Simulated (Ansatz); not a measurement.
## Rock-salt HfN: polycrystal shear modulus by level of theory

No measured value is used here.

| level (code) | value (GPa) | cell (Å³/atom) |
|---|---|---|
| LDA (Ansatz) | 175 | 11.15 |
| PBE (Ansatz) | [?] | 11.76 |
| PBEsol (Ansatz) | 166 | 11.40 |
| r²SCAN (Ansatz) | 165 | 11.58 |
| HSE06 (Ansatz) | 175 | 11.54 |

What belongs in the gaps?


- PBE (Ansatz, a first-principles code), value (GPa): 153

Density-functional levels without +SOC have no spin–orbit coupling. HSE06: hybrids on metals are sensitive to the k mesh. Each level is taken at its own relaxed cell. Cutoffs and k meshes differ between the levels. Ansatz's density-functional and Hartree–Fock values are scalar-relativistic unless marked +SOC, with PAW data made under PBE.
